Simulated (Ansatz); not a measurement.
```yaml
crystal:
  periodic: [false, false, false]
  atoms:
    - {symbol: C, position_ang: [-1.243629, 0.550119, -0.002820]}
    - {symbol: Mg, position_ang: [0.582308, -0.331774, 0.001701]}
    - {symbol: H, position_ang: [-1.431256, 1.633055, -0.008380]}
    - {symbol: H, position_ang: [2.208945, -0.188071, 0.000957]}
basis:
  gaussian: {orbitals: def2-TZVP}
magnetization: {spin_polarized: true, initial_magnetization: 2}
hamiltonian: {xc: pbe0}
relax: {f_tol: 0.004, max_steps: 80}
```

```sh
$ ansatz run in.yaml --threads 1 --pin off --events-out ev --progress --plain --max-ram 2176MiB
```

Steps of the relaxation (energy above the last step; positions in Å, forces in eV/Å):

```
4
step 1, 389.8 meV
C    -1.244    0.550   -0.003    0.319    0.174   -0.001
Mg    0.582   -0.332    0.002   -0.620    0.152   -0.001
H    -1.431    1.633   -0.008   -0.452   -0.096    0.000
H     2.209   -0.188    0.001    0.753   -0.230    0.001
```

```
4
step 2, 227.7 meV
C    -1.213    0.600   -0.003   -0.018    0.931   -0.005
Mg    0.631   -0.251    0.001    0.017    0.205   -0.001
H    -1.630    1.643   -0.008    0.008   -0.921    0.005
H     2.328   -0.330    0.002   -0.007   -0.215    0.001
```

```
4
step 3, 121.8 meV
C    -1.162    0.674   -0.003   -0.501    1.186   -0.006
Mg    0.705   -0.110    0.001    0.268    0.007    0.000
H    -1.819    1.598   -0.008    0.548   -1.162    0.006
H     2.392   -0.499    0.003   -0.315   -0.031    0.000
```

```
4
step 7, 0.0 meV
C    -1.015    0.911   -0.005   -0.002    0.001    0.000
Mg    0.800    0.053    0.000   -0.003   -0.001    0.000
H    -2.000    1.374   -0.007    0.003    0.000    0.000
H     2.332   -0.675    0.003    0.002    0.001    0.000
```

Close pairs at the end: C1–H3 1.089 Å, Mg2–H4 1.697 Å, C1–Mg2 2.007 Å.

A stationary point of unrestricted PBE0 after 7 steps, with ⟨S²⟩ = 2.009 against 2.00 for a pure state; no frequencies were run, so it isn't proven a minimum. 16 s on 1 thread of Arm Neoverse V2, shared host.
